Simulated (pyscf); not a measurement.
Hydrogen shift: H₃C–C•=CH–NH₂ → H₃C–CH•–CH=NH

Gas phase, doublet surface, charge 0. Bonds broken: N8–H9. Bonds formed: C2–H9. Single points on ωB97X-D3(BJ)/def2-SVP structures (PySCF, gas phase).

Transition state (Å):

```xyz
10

C      0.4298     0.2611    -0.9086
C      0.0420     0.1023     0.5229
C     -1.1999    -0.3625     0.9700
H     -0.3443    -0.0390    -1.6391
H      0.7030     1.3131    -1.1063
H      1.3467    -0.3188    -1.1159
H     -2.0998    -0.6948     0.4318
N     -1.1105    -0.3361     2.3050
H      0.0329     0.0911     2.0915
H     -1.8571    -0.6110     2.9435
```

One imaginary mode, 1749i cm⁻¹; descent along it reached the two sides named.

| bond | change | reactant side (Å) | saddle | product side |
|---|---|---|---|---|
| N8–H9 | breaks | 1.016 | 1.239 | 2.577 |
| C2–H9 | forms | 2.6 | 1.569 | 1.096 |

Electronic energies relative to the reactant's lowest minimum found (eV):

```
level                   barrier  reaction energy  reverse barrier
----------------------  -------  ---------------  ---------------
ωB97X-D3(BJ)/def2-TZVP     1.78            -1.06             2.84
PBE/def2-TZVP              1.53            -0.96             2.50
r²SCAN/def2-TZVP           1.71            -1.00             2.70
B3LYP-D3(BJ)/def2-TZVP     1.74            -1.03             2.77
PBE0-D3(BJ)/def2-TZVP      1.72            -0.98             2.70
M06-2X/def2-TZVP           1.83            -0.91             2.74
ωB97M-D3(BJ)/def2-TZVP     1.73            -1.04             2.76
HF/def2-TZVP               2.47            -1.13             3.60
```

With ωB97M-D3(BJ)/def2-TZVP energies and thermal terms (ideal gas, 1 atm, RRHO with modes under 100 cm⁻¹ raised to 100, one conformer, R ln 2 for chiral ones without a mode under 150 cm⁻¹), in eV:

```
T (K)   ΔH‡   ΔG‡     ΔH     ΔG
-----  ----  ----  -----  -----
298    1.56  1.57  -1.06  -1.02
600    1.54  1.60  -1.07  -0.98
900    1.53  1.63  -1.07  -0.94
1200   1.52  1.66  -1.07  -0.89
```

From the product side, H₂C=CH–CH=NH + H• lies, by one bond made or cut, 0.57 eV under this saddle at ωB97M-D3(BJ)/def2-TZVP. H₃C–C•=CH–NH₂ lies 1.20 eV over its isomer H₃C–C(CH₃)=N• (electronic energy, ωB97M-D3(BJ)/def2-TZVP). This is the saddle that the search found; another between the same sides may lie lower.
